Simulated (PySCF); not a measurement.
**Level of theory and proton affinities: pyridazine**

Structure: `c1ccnnc1` (C4H4N2). Non-hydrogen atoms are numbered in `[cH:1]1[cH:2][cH:3][n:4][n:5][cH:6]1`. These are map numbers, not IUPAC locants.

All levels share the PBE0-D3(BJ)/def2-SVP structures and the PBE0-D3(BJ)/def2-SVP thermal terms; only the single-point energies (PySCF) change. Values are proton affinities (298 K, kJ/mol).

Measured (NIST Chemistry WebBook): proton affinity (−ΔH) 907 kJ/mol.

```jsonl
{"level": "ωB97X-D3(BJ)/def2-TZVP", "N4": "927", "time": "–"}
{"level": "TPSS-D3(BJ)/def2-TZVP (grid 4, diis space 4)", "N4": "929", "time": "2.5 min"}
{"level": "B97-2/ma-def2-SVP (grid 4)", "N4": "930", "time": "18 s"}
```

Times are wall times for all single points of a level on 1 thread of Arm Neoverse V2, a shared host; the dash marks the run that also made the structures. TPSS ran on a slower path of this set-up, which computes the density-fitting integrals anew in every SCF cycle while the other levels store them. So the times needn't show the usual order of cost, and those levels read slower than they are.

The spread: 2 kJ/mol, from 927 to 930.

Differences come from unrounded values, so a last digit can differ from that of the printed terms.
